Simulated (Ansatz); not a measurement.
**CH₃+: energies up the ladder**

Wanted for CH₃+: energies up the ladder. Charge +1.

Computed with Ansatz 0.2.0 (the levels named in each step, unless a step's input says otherwise).

### Step 1. The structure to begin with

Bond lengths: C1–H2 1.103 Å, C1–H3 1.103 Å, C1–H4 1.103 Å. Angles: H2–C1–H3 119.9°, H2–C1–H4 120.0°, H3–C1–H4 120.1°.

Coordinates:

```xyz
4

C     0.0000    0.0001   -0.0002
H     1.0466   -0.3342    0.0946
H    -0.8113   -0.7440   -0.0656
H    -0.2344    1.0771   -0.0286
```

### Step 2. A rough first relaxation, PBE-D4/def2-SVPD

input.yaml reads:

```yaml
crystal:
  periodic: [false, false, false]
  atoms:
    - { symbol: C, position_ang: [-3.0e-05, 7.0e-05, -0.00016] }
    - { symbol: H, position_ang: [1.04662, -0.33416, 0.09456] }
    - { symbol: H, position_ang: [-0.81127, -0.744, -0.06562] }
    - { symbol: H, position_ang: [-0.23444, 1.07714, -0.02864] }
total_charge: 1
basis:
  gaussian: { orbitals: def2-SVPD }
hamiltonian:
  xc: pbe
  dispersion: d4
relax:
  f_tol: 0.03
  max_steps: 200
```

Started as:

```console
> ansatz run input.yaml --threads 2 --pin off --max-ram 5120MiB --backend cpu --events-out ev --progress --plain --runs-dir out
```

After this run come: Relaxation, PBE0-D4/def2-TZVPPD; Frequencies, PBE0-D4/def2-TZVPPD; Single point, PBE-D4/def2-TZVPPD; Single point, r2SCAN-D4/def2-TZVPPD; Single point, B3LYP-D4/def2-TZVPPD; Single point, wB97M-V/def2-TZVPPD; Single point, B2PLYP/def2-TZVPPD; Single point, LDA/def2-TZVPPD; Single point, PBE0-D4/def2-SVPD; Single point, PBE-D4/def2-SVPD; Single point, CCSD(T)/def2-TZVPPD; Single point, CCSD(T)/def2-QZVPPD.

Before running it: what results should come out? Wanted: C1–H2 at PBE0-D4/def2-TZVPPD; C1–H3 at PBE0-D4/def2-TZVPPD; frequencies at PBE0-D4/def2-TZVPPD; energy at CCSD(T)/CBS.

As calculated:

```
                          quantity              value
      C1–H2 at PBE0-D4/def2-TZVPPD            1.093 Å
      C1–H3 at PBE0-D4/def2-TZVPPD            1.093 Å
frequencies at PBE0-D4/def2-TZVPPD  1404 to 3230 cm⁻¹
             energy at CCSD(T)/CBS       -1072.667 eV
```

In words: No mode is imaginary, so the geometry is a minimum. These totals serve in differences with atoms or fragments at the same level; alone they don't rank the methods.
